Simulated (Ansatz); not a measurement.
Ansatz (a quantum-chemistry and plane-wave program) input (B3LYP/6-311+G**): The .json file is the Basis Set Exchange's 6-311+G**.

Ansatz 0.2 input:
```yaml
crystal:
  periodic: [false, false, false]
  atoms:
    - {symbol: C, position_ang: [-0.00170870, -0.66567344, 0.81387215]}
    - {symbol: C, position_ang: [-0.00719668, 0.66934088, 0.81082855]}
    - {symbol: C, position_ang: [0.00705435, -0.78630365, -0.69668354]}
    - {symbol: C, position_ang: [0.00060264, 0.78315033, -0.70026163]}
    - {symbol: H, position_ang: [-0.00295721, -1.40814764, 1.60151577]}
    - {symbol: H, position_ang: [-0.01456410, 1.41536330, 1.59507864]}
    - {symbol: H, position_ang: [-0.87601309, -1.24870475, -1.14280492]}
    - {symbol: H, position_ang: [0.89873399, -1.24138698, -1.13309362]}
    - {symbol: H, position_ang: [0.88851889, 1.24355459, -1.13875886]}
    - {symbol: H, position_ang: [-0.88622818, 1.23623681, -1.14847016]}
basis:
  gaussian:
    orbitals: 6-311+G__.json
hamiltonian:
  xc: {name: B3LYP}
total_charge: 1
magnetization: {spin_polarized: true, initial_magnetization: 1}
```

From the last part of the output:

```
WARN ansatz: RAYON_NUM_THREADS=1 ignored (pool sized by the plan → 1); use --threads N
Functional definition: B3LYP
integrals: 0.05 GiB planned
984 factors; their error is unknown
mean field: 0.54 GiB planned
mean field evaluation 1: about -4221.3497 eV, gradient 5.5e1 eV
mean field evaluation 2: about -4213.2826 eV, gradient 6.8e1 eV
mean field evaluation 4: about -4235.9820 eV, gradient 8.4e-1 eV
mean field evaluation 8: about -4235.9604 eV, gradient 1.7e-2 eV
mean field -4235.96035809 eV, -155.6686719228 hartree, gradient 4.3e-5 eV, S^2 0.752314; 0 other end points of the search recorded, 0 dependent functions left out
reference -4235.96062186 eV, -155.6686816162 hartree; 15, 14 occupied and 109, 110 virtual orbitals, 984 factors
Total energy: -4235.96062186 eV, -155.6686816162 hartree
```

The dipole moment of an ion depends on the origin.
